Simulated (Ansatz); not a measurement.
A nudged elastic band was laid between two geometries of C2H5NO2 (10 atoms, charge 0, multiplicity 1).

The calculation used RKS B3LYP/def2-SVP in Ansatz.

```
movable images  : 7
climbing image  : yes
spring          : 5.0 eV/Å²
optimiser       : quadratic models (default)
start path      : through a guess of the saddle point
force threshold : 0.05 eV/Å
iteration limit : 60
end points      : relaxed
```

First end point:

```xyz
10
Properties=species:S:1:pos:R:3
N -1.553 0.887 0.182
C -0.615 -0.166 0.157
O 0.726 0.321 -0.203
C 1.699 -0.589 -0.259
O 1.577 -1.766 -0.042
H -1.321 1.598 0.874
H -1.655 1.338 -0.725
H -0.896 -0.931 -0.582
H -0.535 -0.651 1.141
H 2.656 -0.094 -0.540
```

Last end point:

```xyz
10
Properties=species:S:1:pos:R:3
N -1.329 0.678 0.290
C -0.324 -0.410 0.690
O 0.900 0.202 0.206
C 1.790 -0.537 -0.453
O 1.669 -1.695 -0.766
H -1.127 1.517 0.842
H -1.375 0.993 -0.710
H -0.551 -1.240 -0.003
H -2.260 0.357 0.571
H 2.690 0.083 -0.664
```

(1) What changes between the two ends?

(2) Give the energies along the band, and the barrier.

(3) What is the geometry of the highest image?

The band took 15 iterations and roughly 7 core-minutes.

Results:

(1) Bonds broken: C2–H9. Bonds formed: N1–H9.

(2) The forces met the threshold. The highest image is number 5 of 0 to 8, 3.79 eV above the first end and 0.86 eV above the last; the last end lies 2.93 eV above the first. Neighbouring images differ by up to 1.8 eV, so the band resolves the path poorly. The order of the stationary point at the top wasn't checked. The orbitals stay closed-shell, which can raise the energy where a bond breaks towards radicals; this wasn't checked here.

```tsv
image	path coordinate (Å)	energy (eV)	C2–H9 (Å)	N1–H9 (Å)
0	0.00	0.00	1.10	2.08
1	0.48	0.01	1.10	2.08
2	0.96	0.01	1.10	2.07
3	1.44	0.43	1.10	1.87
4	1.92	2.25	1.16	1.52
5	2.40	3.79	1.44	1.15
6	2.86	3.20	1.84	1.02
7	3.31	2.95	2.06	1.02
8	3.77	2.93	2.09	1.02
```

(3) 
```xyz
10
Properties=species:S:1:pos:R:3:forces:R:3
N -1.422 0.794 0.224 0.00 -0.01 -0.01
C -0.400 -0.331 0.437 0.01 0.01 0.00
O 0.894 0.209 0.166 0.00 0.00 0.01
C 1.816 -0.584 -0.387 -0.01 -0.01 0.00
O 1.657 -1.724 -0.736 0.00 0.00 -0.01
H -1.138 1.634 0.728 0.00 0.00 0.00
H -1.799 1.038 -0.712 0.00 0.01 0.00
H -0.646 -1.102 -0.304 0.00 0.00 0.00
H -1.652 0.035 1.057 0.00 0.01 0.00
H 2.772 -0.022 -0.471 0.00 0.00 0.00
```

Time of the run: 3.6 min on 2 threads of Arm Neoverse V1, on a shared host, peak memory 0.19 GiB.
